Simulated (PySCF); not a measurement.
# B₃: relaxation and vibrations of the quartet

Where does quartet B₃ go from a linear chain start, is the end point a minimum, and what are its modes, charges and moments?

Method: PBE0, basis B def2-TZVP, no relativity, density fitting; program: PySCF 2.14.0.

### 1 Starting geometry

3 atoms, charge 0, spin multiplicity 4.

Bond lengths: B1–B2 1.615 Å, B1–B3 1.615 Å. Angles: B2–B1–B3 180.0°.

Coordinates in bohr (charge 0 multiplicity 4):
```
B     0.0000    0.0000    0.0000
B     0.0000    0.0000    3.0519
B     0.0000    0.0000   -3.0519
```

### 2 The SCF at the typed geometry

One driver script runs all steps and calls PySCF; scf.py shows how it sets up the SCF of each step. The optimiser is the driver's own. After this first run the driver tries any further starts and a stability analysis.

File scf.py:

```python
from pyscf import gto, scf, dft
mol = gto.M(atom='''
B      0.000000     0.000000     0.000000
B      0.000000     0.000000     1.615000
B      0.000000     0.000000    -1.615000''',
    basis={'B': 'def2-TZVP'},
    charge=0, spin=3)
mf = dft.UKS(mol, xc='PBE0')
mf.grids.atom_grid = (50, 194)
aux = {'B': 'def2-universal-JKFIT'}
mf = mf.density_fit(auxbasis=aux)
mf.conv_tol = 1e-08
mf.diis_space = 10
mf.max_cycle = 60
mf.init_guess = 'minao'
mf.verbose = 4
mf.kernel()
```

Launch:

```console
$ OMP_NUM_THREADS=2 python axn.py task.json out
```

Log:

```text
init E= -74.2614409772254
[... the frontier-level lines of each cycle are left out ...]
cycle= 1 E= -74.0964860462302  delta_E= 0.165  |g|= 0.0772  |ddm|= 1.24
cycle= 2 E= -74.1017244527401  delta_E= -0.00524  |g|= 0.0336  |ddm|= 0.273
cycle= 3 E= -74.1025464322192  delta_E= -0.000822  |g|= 0.0195  |ddm|= 0.0994
cycle= 4 E= -74.1028493091492  delta_E= -0.000303  |g|= 0.00327  |ddm|= 0.0556
cycle= 5 E= -74.1028640798928  delta_E= -1.48e-05  |g|= 0.000712  |ddm|= 0.013
cycle= 6 E= -74.1028647917974  delta_E= -7.12e-07  |g|= 8.3e-05  |ddm|= 0.00447
cycle= 7 E= -74.1028648025459  delta_E= -1.07e-08  |g|= 2.05e-05  |ddm|= 0.000517
cycle= 8 E= -74.1028648032821  delta_E= -7.36e-10  |g|= 3.36e-06  |ddm|= 8.04e-05
Extra cycle  E= -74.1028648033053  delta_E= -2.32e-11  |g|= 1.28e-06  |ddm|= 1.76e-05
converged SCF energy = -74.1028648033053  <S^2> = 3.7561013  2S+1 = 4.0030495
```

This step, with its further starts and checks, needed 12 s of wall time on 2 threads, shared host.

Energies from each starting density:

```csv
start,energy (Eh)
the minimal-basis guess,-74.102865
a thermally smeared density,-74.115898
a smeared PBE density,-74.115898
```

The first run landed in a state that is too high. Following the other starts and the instabilities gains 34.3 kJ/mol (-74.11591 Eh), and the work goes on from there.

### 3 Relaxation: linear chain start, quartet

The program finds D∞h symmetry in the start, which this walk keeps.

scf.py, as its differences from that of step 2:

```diff
@@ -15 +14,0 @@
-mf.init_guess = 'minao'
```

Energy and gradient, step by step:

```csv
step,energy (Eh),change (kJ/mol),largest symmetric gradient (Eh/bohr)
0,-74.115911,0.00,0.04793
1,-74.124991,-23.84,0.00562
2,-74.125082,-24.08,0.00143
3,-74.125088,-24.09,0.00003
```

The walk took 5.8 s.

Positions (Å) and forces (eV/Å) along the way:

```
step 0
B    0.000   0.000   0.000   0.000   0.000   0.052
B    0.000   0.000   1.615   0.000   0.000  -2.491
B    0.000   0.000  -1.615   0.000   0.000   2.438
step 1
B    0.000   0.000   0.000   0.000   0.000   0.000
B    0.000   0.000   1.530   0.000   0.000  -0.289
B    0.000   0.000  -1.530   0.000   0.000   0.289
step 2
B    0.000   0.000   0.000   0.000   0.000   0.000
B    0.000   0.000   1.519   0.000   0.000   0.074
B    0.000   0.000  -1.519   0.000   0.000  -0.074
step 3
B    0.000   0.000   0.000   0.000   0.000   0.000
B    0.000   0.000   1.521   0.000   0.000  -0.001
B    0.000   0.000  -1.521   0.000   0.000   0.001
```

After 3 steps and 24.1 kJ/mol it ends at D∞h: B–B 1.521 Å (×2); B–B–B 180.0°.

### 4 Vibrations and properties at this point

On the finer grid the gradient is checked again; gradients at displacements of ±0.02 bohr then give force constants and infrared intensities.

scf.py, as its differences from that of step 3:

```diff
@@ -4,2 +4,2 @@
-B      0.000000     0.000000     1.615000
-B      0.000000     0.000000    -1.615000''',
+B     -0.000000     0.000000     1.521410
+B      0.000000    -0.000000    -1.521410''',
@@ -9 +9 @@
-mf.grids.atom_grid = (50, 194)
+mf.grids.atom_grid = (75, 302)
@@ -12 +12 @@
-mf.conv_tol = 1e-08
+mf.conv_tol = 1e-10
```

The driver hands on the density of the step before, so the log starts near convergence.

SCF at the final geometry:

```text
init E= -74.1250877973481
[... the frontier-level lines of each cycle are left out ...]
cycle= 1 E= -74.1250877973485  delta_E= -4.26e-13  |g|= 3.33e-07  |ddm|= 8.41e-07
Extra cycle  E= -74.1250877973484  delta_E= 7.11e-14  |g|= 7.4e-07  |ddm|= 1.05e-06
converged SCF energy = -74.1250877973484  <S^2> = 3.7569448  2S+1 = 4.0034709
```

The whole step took 21 s.

Geometry: D∞h; B–B 1.521 Å (×2); B–B–B 180.0°.

Harmonic modes (main isotopes):

| ω (cm⁻¹) | IR (km/mol) | μ (u) |
| --- | --- | --- |
| 103 | 2.6 | 11.01 |
| 155 | 0.0 | 11.01 |
| 899 | 0.0 | 11.01 |
| 1504 | 345 | 11.01 |

Every mode is real; the point is a minimum.

Here the density breaks the symmetry of the frame, and no labels are given; pairs that should be degenerate can split.

Properties at this point:

- Dipole moment: 0.00 D
- Highest occupied level: -6.24 eV
- Lowest empty level: -3.85 eV
- Rotational constants: 0.3308 cm⁻¹
- Zero-point energy: 15.9 kJ/mol
- Principal polarisabilities: 33.7, 41.2, 90.7 bohr³
- Atomisation energy without zero-point energy: 710 kJ/mol
- Principal traceless quadrupole moments about the centre of mass: -3.89, 0.99, 2.90 D Å
- Entropy at 298.15 K and 1 bar (electronic part: spin only): 245.8 J/(mol K)
- Heat capacity Cp at 298.15 K: 47.6 J/(mol K)
- Enthalpy at 298.15 K above 0 K: 12.41 kJ/mol
- Rotational symmetry number: 2
- Spin squared ⟨S²⟩: 3.757

Charges (e) and bond orders:

```json
{"atom": "B1", "Mulliken": "-0.32", "Löwdin": "-0.38", "polar tensor": "-0.59", "spin (Mulliken)": "0.69", "Mayer order to B1": "–"}
{"atom": "B2,3", "Mulliken": "0.16", "Löwdin": "0.19", "polar tensor": "0.29", "spin (Mulliken)": "1.15", "Mayer order to B1": "1.74"}
```

Outer orbital energies (eV). α occupied: -187.09, -184.42, -15.67, -13.37, -8.84, -7.92, -7.41, -6.72; empty: -3.25, -2.83, 1.38, 1.64. β occupied: -186.61, -186.61, -184.11, -14.25, -11.87, -6.24; empty: -3.85, -3.30, -2.52, -1.91.

Mulliken populations on B1: s 2.94, p 2.36, d 0.01, f 0.01.

### 5 What came out

```
                                          quantity                           value
                                           minimum                    quartet, D∞h
                                          geometry  B–B 1.521 Å (×2); B–B–B 180.0°
                                wavenumbers (cm⁻¹)             103, 155, 899, 1504
                                     dipole moment                          0.00 D
highest occupied, lowest empty level (either spin)                 -6.24, -3.85 eV
                         polar-tensor charge of B1                         -0.59 e
                                 zero-point energy                     15.9 kJ/mol
                               entropy at 298.15 K                 245.8 J/(mol K)
         atomisation energy (no zero-point energy)                      710 kJ/mol
                                              ⟨S²⟩                           3.757
```

**Reading.** The linear chain start keeps its D∞h symmetry and ends in a minimum. In the infrared the band at 1504 cm⁻¹ (stretch) leads. B1 has a polar-tensor charge of -0.6 e (a dipole derivative, not a static charge), yet symmetry cancels the bond dipoles. The first SCF alone would have been 34 kJ/mol too high. Only this shape and spin were tried, so other structures or states may lie lower. The SCF density has lower symmetry than the nuclear frame.

The search up to here took 38 s.
